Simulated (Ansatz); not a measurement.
# AlFH2O: the cost of one run

Program: Ansatz 0.2.0, driven from Python. The levels of theory stand in the script. These are calculated values, not measurements.

## Step 1: Starting point

Bond lengths: O1–Al2 1.635 Å, Al2–F3 1.650 Å, O1–H4 0.946 Å, Al2–H5 1.492 Å. Angles: O1–Al2–F3 123.4°, O1–Al2–H5 119.8°, F3–Al2–H5 116.9°, Al2–O1–H4 177.6°.

The script holds or builds the structure itself.

## Step 2: Script

cas.py reads:

```python
import warnings

import ansatz as az

warnings.simplefilter("ignore", az.DeckWarning)

geometry_ang = [
    ("O", [-1.02172, 0.32581, -0.32727]),
    ("Al", [0.47297, -0.13911, 0.1441]),
    ("F", [0.77878, -1.5669, 0.91206]),
    ("H", [-1.87114, 0.62867, -0.61433]),
    ("H", [1.6411, 0.75153, -0.11456]),
]
mol = az.Crystal.molecule()
for symbol, xyz in geometry_ang:
    mol = mol.atom(symbol, xyz)

calc = mol.calculation()
calc = calc.basis(gaussian="def2-SVP").correlation(active_electrons=4, active_orbitals=5)
for method in [None, "sc_nevpt2"]:
    r = (calc if method is None else calc.correlation(method)).run(threads=1).report
    space = r["configurations"]
    state = space["states"][0]
    print(method or "casscf", f"total {r['free_energy_ev'] / 27.211386246:.6f} Ha, active-space state {state['energy']['hartree']:.6f} Ha, mean field {r['reference_energy_ev'] / 27.211386246:.6f} Ha")
    print("  determinants", state["n_determinants"], " natural occupations", [round(n, 3) for n in space["natural_occupations"]])
print("effectively unpaired electrons, sum of min(n, 2 - n):", round(sum(min(n, 2 - n) for n in space["natural_occupations"]), 3))
```

## Step 3: What the engine is handed

The engine receives this input (first run):

```yaml
crystal:
  periodic: [false, false, false]
  atoms:
    - { symbol: O, position_ang: [-1.02172, 0.32581, -0.32727] }
    - { symbol: Al, position_ang: [0.47297, -0.13911, 0.1441] }
    - { symbol: F, position_ang: [0.77878, -1.5669, 0.91206] }
    - { symbol: H, position_ang: [-1.87114, 0.62867, -0.61433] }
    - { symbol: H, position_ang: [1.6411, 0.75153, -0.11456] }
basis:
  gaussian:
    orbitals: def2-SVP
correlation:
  active_space:
    window:
      electrons: 4
      orbitals: 5
```

## Step 4: The run

The run is started by

```console
python cas.py
```

Q: Estimate wall time and peak memory on 1 thread of Arm Neoverse V1, shared host.

About 19 s, with a peak of 0.17 GiB.
